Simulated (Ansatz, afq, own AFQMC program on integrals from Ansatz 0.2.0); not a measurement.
## HBr, singlet: AFQMC among the cluster methods

```xyz
2

Br    0.0000    0.0000    0.0000
H     0.0000    0.0000    1.4206
```

Basis cc-pVDZ. Noble-gas cores (and the filled d shells of Ga–Kr and In–Xe) are frozen. Integrals, coupled cluster, full CI and functionals: Ansatz 0.2.0; the random walks run on the same integrals in our own AFQMC program. ph-AFQMC/CISD is guided by a CISD state made of CCSD amplitudes; releasing the constraint for a short imaginary time cuts its bias at the price of noise, slowly where states lie close. Free AFQMC starts from the CCSD state and is never constrained. Its projection time is finite, and what remains of the start isn't in its error. ± is one standard error of the sampling. No spin–orbit coupling.

Determinant: RHF, the one that the program's search chose, which needn't be the lowest solution. The geometry is a point of a scan.

Full CI on the same integrals is exact in this basis and with this determinant's frozen core.

Cautions: no relativity below Rb; no spin-orbit coupling; inner d shell frozen.

```
T1 diagnostic                               : 0.0052
weight of the determinant in the CISD state : 0.936
size of the correlated space                : 8 electrons in 18 orbitals
```

```tsv
level	correlation energy (eV)
MP2	-3.4163
CCSD	-3.8357
CCSD(T)	-3.8908
```

(1) Estimate where full CI lies against CCSD(T) on the same integrals.

(1) 1.2 kJ/mol below CCSD(T).

Reference: full CI, correlation energy -3.903 eV. The released energy is read at 2.40 1/Eh (meV from the phaseless value at times in 1/Eh: -0.6 ± 0.9 at 0.24, -0.3 ± 0.8 at 0.51, -3.0 ± 0.7 at 0.99, -0.8 ± 0.7 at 1.62, -1.1 ± 1.1 at 2.40).

```csv
level,E − E(reference) (kJ/mol),share of correlation (%)
CCSD(T),1.2,99.68
CCSDT,0.6,99.83
CCSDT(Q),0.1,99.98
CCSDTQ,0.0,99.99
ph-AFQMC/HF,-1.1 ± 1.8,100.30
ph-AFQMC/CISD,0.0 ± 0.1,100.00
released AFQMC,-0.1 ± 0.1,100.02
free AFQMC,0.1 ± 0.1,99.97
```

CCSDT and higher add their correlation energy to the determinant of the CCSD(T) run, since their own runs factorise the integrals more tightly (a shift of under 2 meV). Free projections are given only where their last times agree within the noise and don't stop above the reference; a slow remainder of the start can still hide under it. A walk keeps the symmetry of its determinant, which the program's search chose and which needn't be the lowest solution, so a lower state of the same spin and another symmetry isn't excluded. Released energies are given only where the last usable release times agree within the noise; a slower fall can still hide under it.
